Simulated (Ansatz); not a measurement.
Relaxed structures of LiAlH$_{2}$, singlet (PBE0-D4/def2-TZVP; forces vanish, vibrations not checked; lower isomers may exist, and structures with a doubtful reference or unclear bonds are left out; Å). Ansatz 0.2.0; basis: def2-TZVPP; cores frozen in the correlated methods. The outer core shell of Li, Na, Mg and K is correlated.

Rank them by CCSD(T) energy, lowest first, and give each one's height above the lowest. Links in brackets join atoms within 1.22 times the sum of their covalent radii (1.1 for two metals). (To be estimated.)
A.
LiAlH₂ ([H]1[Li]2[H][Al]12)
```
4
angstrom
Li 1.2311 0.3530 -0.0890
Al -1.3032 -0.3737 0.0942
H 0.3151 -0.8279 0.7727
H -0.2748 0.8394 -0.7756
```
B.
LiAlH₂ ([Li][AlH2])
```
4
angstrom
Li -2.3547 -0.6747 0.1698
Al 0.1761 0.0503 -0.0126
H 1.4177 -0.6159 0.7833
H 0.7609 1.2402 -0.9404
```
C.
LiAlH₂ ([H]1[Li][AlH]1)
```
4
angstrom
Li -2.8633 -0.3109 -0.2701
Al -0.4533 -0.2515 0.0826
H 0.6983 -0.8293 1.0647
H -1.8298 -1.0571 0.9168
```

The calculation gives: A (0.00 kcal/mol), B (5.58 kcal/mol), C (9.58 kcal/mol). Heights count from the lowest.

No T1 diagnostic of these runs exceeds 0.013. The restricted Hartree–Fock reference is unstable towards an unrestricted one at one or more of these structures.

For scale, one of the runs: CCSD(T)/def2-TZVPP, 89 basis functions, launched by `ansatz run in.yaml --threads 2 --pin off --events-out ev --progress --plain --max-ram 4352MiB`. Hardware: 2 CPU threads of an Arm Neoverse V1, shared host. Wall time about 1.1 s.
